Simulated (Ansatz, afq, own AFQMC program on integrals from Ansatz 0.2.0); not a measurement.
Where AFQMC and coupled cluster stand for CH$_{2}$N, sextet

```csv
atom,x (Å),y (Å),z (Å)
N,0.0000,0.0000,0.5481
C,0.0000,0.0000,-0.8171
H,0.0000,0.8633,1.0602
H,0.0000,-0.8633,1.0602
```

Connectivity, by distances: NH2–C.

Basis cc-pVDZ. Only valence electrons are correlated. Integrals, coupled cluster, full CI and functionals: Ansatz 0.2.0; the random walks run on the same integrals in our own AFQMC program. ph-AFQMC/CISD is guided by a CISD state made of CCSD amplitudes; releasing the constraint for a short imaginary time cuts its bias at the price of noise, slowly where states lie close. ± is one standard error of the sampling.

Determinant: UHF, the one that the program's search chose, which needn't be the lowest solution. The geometry is a PBE0/def2-TZVP stationary point of this or a neighbouring charge and spin state.

No full CI on the walks' own integrals is used here; CCSDT(Q) serves as the reference and is uncertain by about the last step of the cluster series.

Cautions: another spin lies lower (by 11.39 eV); the released energies have errors that jump between times, so the bars are unsure, so no released level is given (meV from the phaseless value at times in 1/Eh: -18 ± 17 at 0.24, -0.5 ± 1.9 at 0.51, -3.4 ± 1.4 at 0.99, -0.5 ± 1.8 at 1.62, -3.3 ± 1.8 at 2.40), though the last usable value meets CCSDT(Q) within the noise.

```
T1 diagnostic                               : 0.0127
weight of the determinant in the CISD state : 0.924
⟨S²⟩ of the determinant                     : 8.758
size of the correlated space                : 11 electrons in 36 orbitals
```

| level | correlation energy (eV) |
| --- | --- |
| MP2 | -5.0816 |
| CCSD | -5.8032 |
| CCSD(T) | -5.9314 |

Task: Estimate where phaseless AFQMC with the Hartree–Fock trial lies against CCSD(T) on the same integrals.

Result: 1.57 ± 0.87 mEh below CCSD(T). The gap is under twice the noise, so this walk alone can't tell the two apart.

Reference: CCSDT(Q), correlation energy -5.957 eV.

| level | E − E(reference) (mEh) | share of correlation (%) |
| --- | --- | --- |
| CCSD(T) | 0.93 | 99.58 |
| CCSDT | 0.28 | 99.87 |
| ph-AFQMC/HF | -0.65 ± 0.87 | 100.29 |
| ph-AFQMC/CISD | 0.12 ± 0.07 | 99.95 |

A walk keeps the symmetry of its determinant, which the program's search chose and which needn't be the lowest solution, so a lower state of the same spin and another symmetry isn't excluded.
